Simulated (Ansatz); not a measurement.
Input file:

```yaml
crystal:
  periodic: [false, false, false]
  atoms:
    - {symbol: B, position_ang: [0.000000, -0.152314, 1.856517]}
    - {symbol: P, position_ang: [0.000000, -0.003249, -0.673894]}
    - {symbol: H, position_ang: [0.000000, 1.733544, 0.795889]}
basis:
  gaussian: {orbitals: 6-31G}
magnetization: {spin_polarized: false, initial_magnetization: 1}
correlation: {method: ccsdt_q, electrons: outside_noble_gas}
```

```sh
$ ansatz run in.yaml --threads 1 --pin off --events-out ev --progress --plain --max-ram 2393MiB
```

The program prints:

```
512 factors; integrals over basis functions are off by at most 5.8e-8 eV
mean field evaluation 1: about -9948.5801 eV, gradient 1.4e1 eV
mean field evaluation 2: about -9948.5818 eV, gradient 1.4e1 eV
mean field evaluation 4: about -9950.1874 eV, gradient 1.7e0 eV
mean field evaluation 8: about -9950.2559 eV, gradient 1.5e-1 eV
mean field evaluation 16: about -9950.2934 eV, gradient 5.2e-1 eV
mean field evaluation 32: about -9950.2347 eV, gradient 7.9e-1 eV
mean field evaluation 64: about -9950.2580 eV, gradient 2.4e-6 eV
mean field evaluation 96: about -9948.9567 eV, gradient 4.4e0 eV
mean field evaluation 128: about -9948.9901 eV, gradient 1.6e-1 eV
mean field evaluation 160: about -9950.2544 eV, gradient 1.7e-1 eV
...
mean field -9950.90579803 eV, -365.6890431115 hartree, gradient 2.9e-6 eV, S^2 0.750000; 13 other end points of the search recorded, 0 dependent functions left out
...
determinant -9950.90579803 eV, -365.6890431115 hartree, with singles and doubles -9954.78645287 eV, -365.8316545464 hartree
determinant -9950.25797233 eV, -365.6652359562 hartree, with singles and doubles -9954.23298215 eV, -365.8113148725 hartree
determinant -9948.99067623 eV, -365.6186636835 hartree, with singles and doubles -9952.55143825 eV, -365.7495192740 hartree
determinant -9948.26943570 eV, -365.5921585829 hartree, with singles and doubles -9951.92533302 eV, -365.7265103312 hartree
determinant -9948.25827450 eV, -365.5917484163 hartree, with singles and doubles -9952.11841261 eV, -365.7336058754 hartree
unrestricted determinant -9951.69192808 eV, -365.7179328577 hartree, S^2 1.9778
6 core orbitals not correlated: weight in the atoms' cores, before any rotation towards them, 1.000 or more for the frozen orbitals, at most 0.000 for the correlated occupied ones
reference -9950.90579803 eV, -365.6890431115 hartree; 5, 4 occupied and 13, 14 virtual orbitals, 512 factors
second order -2.67764200 eV of doubles, -0.01249638 eV of singles
...
cycle  24  -4.13756851 eV  change    2.5e-5 eV  update   1.6e-5
cycle  25  -4.13757193 eV  change   -3.4e-6 eV  update   1.1e-5
cycle  26  -4.13757563 eV  change   -3.7e-6 eV  update   7.6e-6
cycle  27  -4.13757862 eV  change   -3.0e-6 eV  update   5.2e-6
cycle  28  -4.13758030 eV  change   -1.7e-6 eV  update   4.0e-6
cycle  29  -4.13757936 eV  change    9.4e-7 eV  update   3.1e-6
cycle  30  -4.13757863 eV  change    7.3e-7 eV  update   2.4e-6
cycle  31  -4.13757963 eV  change   -1.0e-6 eV  update   2.0e-6
cycle  32  -4.13758086 eV  change   -1.2e-6 eV  update   1.6e-6
cycle  33  -4.13758184 eV  change   -9.8e-7 eV  update   1.1e-6
perturbative correction -0.02648098 eV, -0.0009731582 hartree
Total energy: -9955.06986086 eV, -365.8420695978 hartree
```

The T1 diagnostic is 0.056.

For the same geometry and basis full CI lies 6.4 meV lower.

Ran on 1 thread of Arm Neoverse V1, shared host: 6.5 s wall, 0.15 GiB peak host memory.
